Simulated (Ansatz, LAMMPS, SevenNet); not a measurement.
How well does each level of theory give the equilibrium volume per atom of hcp Co?

Reference value: 10.96 Å³/atom (measured, copied from a table, unchecked, extrapolated to 0 K and zero-point effects removed; as tabulated in Lejaeghere et al. (2013), arXiv:1204.2733).

```tsv
level (code)	value (Å³/atom)	error (%)
Lennard-Jones uff-vdw (LAMMPS)	15.37	+40
SevenNet-0 (SevenNet)	10.78	-1.6
LDA (Ansatz)	10.01	-8.7
PBE (Ansatz)	10.86	-0.9
r²SCAN (Ansatz)	10.64	-2.9
```

Leaving aside Lennard-Jones uff-vdw, which can be fitted to such values or carry a doubt: Nearest, and too close to rank with a margin of 1.0 % (twice that across the reference) picked here for doubts on the reference and the settings: PBE (-0.9 %), SevenNet-0 (-1.6 %). LDA (-8.7 %) lies farthest from it. Within 4 %: SevenNet-0, PBE, r²SCAN.

Spin-polarised runs: LDA (parallel moments), PBE (parallel moments), r²SCAN (parallel moments). Lennard-Jones uff-vdw: the cell moved over 20 % in volume from its start. Lennard-Jones uff-vdw: this is a force field's van der Waals term alone, without bonds or charges. Cutoffs differ between the levels. Ansatz's density-functional and Hartree–Fock values are scalar-relativistic unless marked +SOC, with PAW data made under PBE.

Machine-learned potentials (SevenNet-0) are trained on DFT data, which may include these solids.

Differences are worked out from the printed values.

Ansatz is a quantum-chemistry and plane-wave program.
